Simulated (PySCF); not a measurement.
## Static response to an electric field

Compound: 5-methylthiazole, C4H5NS.
Structure used (PBE0-D3(BJ)/def2-SVP), in Å, numbered top down from 1:
```
atom  x, y, z in Å
C1    -1.7587   -0.1887    0.1591
C2    -0.2762   -0.1079    0.0428
C3     0.5024    0.9657   -0.3083
N4     1.8514    0.7619   -0.3275
C5     2.1342   -0.4568    0.0054
S6     0.7633   -1.4523    0.3675
H7    -2.0761   -0.4345    1.1847
H8    -2.1827   -0.9522   -0.5116
H9    -2.2030    0.7803   -0.1085
H10    0.0985    1.9472   -0.5662
H11    3.1470   -0.8627    0.0626
```

Level: PBE0/def2-SVPD (PySCF), static field, nuclei fixed, core orbitals frozen in the response. The polarisability tensor in these axes (au):

```
x   85.50 -0.45 -2.10
y   -0.45 74.86 -7.75
z   -2.10 -7.75 50.01
```

**Question.** Diagonalise the tensor; give its mean and Δα, where Δα² is half the sum of the squared differences of the eigenvalues.

**Answer.** Principal values 47.67, 77.08 and 85.63 au; mean 70.12 au = 10.39 Å³ = 11.56 × 10⁻⁴⁰ C²·m²/J; Δα = 34.49 au (49 % of the mean).

**Question.** What is the dipole moment, and where does it point?

**Answer.** (-1.77, -0.95, 0.38) D, 2.05 D in size, pointing from the negative to the positive side. Measured along this direction, the outermost atoms are H11 at the negative end and H8 and H7 at the positive end.

**Question.** Traceless (Buckingham) quadrupole moment about the centre of nuclear charge: eigenvalues?

**Answer.** -6.09, -3.44, 9.53 D·Å. The values depend on the origin, since the dipole doesn't vanish. The electronic extent ⟨r²⟩ about the same centre is 609 bohr², a root-mean-square distance of 1.81 Å for the 52 electrons.

**Question.** Estimate the molar refractivity from the static electronic polarisability.

**Answer.** Lorentz–Lorenz: R = (4π/3)N_A α = 2.5225 cm³/(mol·Å³) × 10.39 Å³ = 26.2 cm³/mol, in the limit of long wavelengths.

**Question.** Give the principal axes and the span of the nuclei along them.

**Answer.** Largest value along (1.00, 0.00, -0.06), where the nuclei span 5.33 Å; middle along (-0.02, 0.96, -0.27), 3.54 Å; least along (0.06, 0.27, 0.96), 1.78 Å. The response follows the extents in order.

**Question.** Rayleigh depolarisation ratio (linearly polarised light, static tensor)?

**Answer.** ρ = 3Δα²/(45ᾱ² + 4Δα²) = 3568.0/(221284 + 4757.3) = 0.0158.

Isolated species at its PBE0-D3(BJ)/def2-SVP geometry, gas phase.

These values come from a run that also computed excited states and ΔSCF ions. The run took 1.7 min on Arm Neoverse V1, one thread, shared host with 32 logical CPUs at a one-minute load of 30, and the process peaked at 0.81 GiB of memory.
